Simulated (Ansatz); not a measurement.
**H7NSSi (built from SMILES N.[SiH3]S): search for a transition state**

Is there a first-order saddle for this four-centre ligand exchange, which should form Si1–N7, S2–H6 and break Si1–S2, H6–N7, and which two structures does it connect?

Method: PBE0-D4, def2-SVP first, then def2-TZVP; program: Ansatz 0.2.0, Gaussian basis.

152 further runs of the same task are left out: 152 set aside as unsound or not needed.

### Step 1. Starting geometry

The guess: 10 atoms, charge 0, spin multiplicity 1.

Atoms are counted from 1 here; the program's logs count them from 0.

Bond lengths: Si1–H3 1.464 Å, Si1–H4 1.467 Å, Si1–H5 1.467 Å, Si1–N7 1.905 Å, S2–H6 1.653 Å, S2–H8 1.326 Å, H6–N7 1.223 Å, N7–H9 1.014 Å, N7–H10 1.015 Å. Angles: H3–Si1–H4 103.3°, H3–Si1–H5 121.6°, H3–Si1–N7 93.2°, H4–Si1–H5 103.1°, H4–Si1–N7 146.2°, H5–Si1–N7 92.6°, H6–S2–H8 92.4°, S2–H6–N7 144.6°, Si1–N7–H6 90.9°, Si1–N7–H9 116.9°, Si1–N7–H10 117.9°, H6–N7–H9 109.7°, H6–N7–H10 111.6°, H9–N7–H10 108.5°.

Geometry (Å):

```mol
H7NSSi
  3D, bonds by distance, orders not assigned

 10  9  0  0  0  0  0  0  0  0999 V2000
   -0.7636   -0.7134    0.1685 Si  0  0
    1.8762   -0.2474    0.8592 S   0  0
   -1.0559   -1.5412   -1.0031 H   0  0
   -0.5224   -1.7000    1.2267 H   0  0
   -1.7760    0.1675    0.7604 H   0  0
    1.0463    0.5927   -0.2974 H   0  0
   -0.0244    0.6953   -0.8803 N   0  0
    1.5333    0.6114    1.8100 H   0  0
    0.1060    0.5113   -1.8692 H   0  0
   -0.4196    1.6237   -0.7747 H   0  0
  1  3  8  0
  1  4  8  0
  1  5  8  0
  1  7  8  0
  2  6  8  0
  2  8  8  0
  6  7  8  0
  7  9  8  0
  7 10  8  0
M  END
```

Distances that are to change: Si1–N7 1.91 Å, S2–H6 1.65 Å, Si1–S2 2.77 Å, H6–N7 1.22 Å.

### Step 2. Relaxing the guess with the reacting distances held

Input file hold/in.yaml:

```yaml
crystal:
  periodic: [false, false, false]
  atoms:
    - {symbol: Si, position_ang: [-0.763600, -0.713400, 0.168500]}
    - {symbol: S, position_ang: [1.876200, -0.247400, 0.859200]}
    - {symbol: H, position_ang: [-1.055900, -1.541200, -1.003100]}
    - {symbol: H, position_ang: [-0.522400, -1.700000, 1.226700]}
    - {symbol: H, position_ang: [-1.776000, 0.167500, 0.760400]}
    - {symbol: H, position_ang: [1.046300, 0.592700, -0.297400]}
    - {symbol: N, position_ang: [-0.024400, 0.695300, -0.880300]}
    - {symbol: H, position_ang: [1.533300, 0.611400, 1.810000]}
    - {symbol: H, position_ang: [0.106000, 0.511300, -1.869200]}
    - {symbol: H, position_ang: [-0.419600, 1.623700, -0.774700]}
basis:
  gaussian: {orbitals: def2-SVP}
hamiltonian: {xc: pbe0, dispersion: d4}
relax: {f_tol: 0.04, max_steps: 150, escape_saddle: false, constraints: [{distance: [0, 6]}, {distance: [1, 5]}, {distance: [0, 1]}, {distance: [5, 6]}]}
```

The run is started by

```bash
ansatz run in.yaml --threads 4 --pin off --events-out ev --progress --plain --max-ram 9574MiB
```

The runs that follow: A starting Hessian; Saddle search in the small basis; Saddle search in triple zeta; Vibrations at the point found; Relaxing after a step of 0.30 Å one way along the mode; Relaxing after a step of 0.30 Å the other way along the mode.

What does the calculation give? Wanted: imaginary mode; barrier from the start side; barrier from the end side; energy of the step; pairs that change; zero-point energy at the saddle.

As calculated:

```
                       quantity                                                     value
                 imaginary mode                                                 239i cm⁻¹
    barrier from the start side                                             23.7 kcal/mol
      barrier from the end side                                             18.2 kcal/mol
             energy of the step                                             +5.6 kcal/mol
              pairs that change  Si1–N7 formed, S2–H6 formed, Si1–S2 broken, H6–N7 broken
zero-point energy at the saddle                                                  1.896 eV
```

What this shows: The point has a single imaginary mode (239i cm⁻¹), as a transition state must. The two relaxations end on the structures that were planned. At PBE0-D4/def2-TZVP the electronic barrier is 23.7 kcal/mol, about 40 kT at 298 K, and the step runs 5.6 kcal/mol uphill. A step off the saddle overshot and began above it in energy, so the link to its end is likely but not proven. The ends are the nearest minima, not always the lowest complexes.
